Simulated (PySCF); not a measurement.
**Question.** What does the PBE0-D3(BJ)/def2-SVP structure of `FC[C@H]1CS1` look like in three dimensions?

**Answer.** 
```
atom  x, y, z in Å
F1     1.5129    0.7341   -1.2233
C2     1.2304    0.0555   -0.0638
C3    -0.1875    0.3233    0.3504
C4    -1.2821   -0.4685   -0.2514
S5    -0.9382   -0.8728    1.4799
H6     1.3721   -1.0260   -0.2276
H7     1.9329    0.3877    0.7183
H8    -0.4035    1.3733    0.5812
H9    -2.2376    0.0289   -0.4444
H10   -1.0134   -1.2402   -0.9812
```

Any rigid rotation of these coordinates is as good. Atoms count from 1 in this order. The C–C distances run from 1.479 Å (C3–C4, drawn single) to 1.501 Å (C2–C3, drawn single), a spread of 0.022 Å. Of the pairs four or more bonds apart, H6···H10 is among the closest relative to their van der Waals radii: 2.51 Å, 105 % of the sum of Bondi's values. The 3-membered ring C3–C4–S5 has internal angles of 48.2° to 66.0°.

Bonds between heavy atoms (Å): F1–C2 1.373, C2–C3 1.501, C3–C4 1.479, C4–S5 1.811, C3–S5 1.808.

Theory: PBE0-D3(BJ)/def2-SVP geometry optimisation, gas phase (PySCF 2.14.0).

Point group: C1 (no symmetry element, even within 0.4 Å). Not checked by PBE0-D3(BJ)/def2-SVP frequencies. The numbers are those of one conformer (F1–C2–C3–C4 83°).
